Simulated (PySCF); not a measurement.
ammonia cation (H3N), SMILES N (connectivity only; charge and spin as stated), charge +1, multiplicity 2.

Geometry optimised at r2SCAN-D4/def2-TZVPD. The multiplicity is an assumed one; other spin states were not compared.

Computed with TDA-PBE/def2-TZVPD in PySCF.

Vertical excitations; the highest root listed may be one member of a degenerate set. Gas-phase values at a fixed geometry.

| state | energy (eV) | λ (nm) | f | main pairs |
|---|---|---|---|---|
| root 1 | 7.01 | 177 | 0.000 | β HOMO→LUMO (degenerate set) |
| root 2 | 7.01 | 177 | 0.000 | β HOMO−1→LUMO (degenerate set) |
| root 3 | 10.70 | 116 | 0.016 | α HOMO→LUMO 98 % |
| root 4 | 12.95 | 96 | 0.000 | α HOMO→LUMO+2 (degenerate set) |
| root 5 | 12.95 | 96 | 0.000 | α HOMO→LUMO+1 (degenerate set) |
| root 6 | 14.38 | 86 | 0.000 | α HOMO−1→LUMO, β HOMO→LUMO+1 (degenerate set) |
| root 7 | 14.38 | 86 | 0.000 | α HOMO−2→LUMO, β HOMO−1→LUMO+1 (degenerate set) |
| root 8 | 14.89 | 83 | 0.000 | α HOMO→LUMO+4 (degenerate set) |
| root 9 | 14.89 | 83 | 0.000 | α HOMO→LUMO+3 (degenerate set) |
| root 10 | 14.94 | 83 | 0.037 | α HOMO→LUMO+6 81 %, β HOMO−2→LUMO 19 % |
Unrestricted roots are not spin-pure.
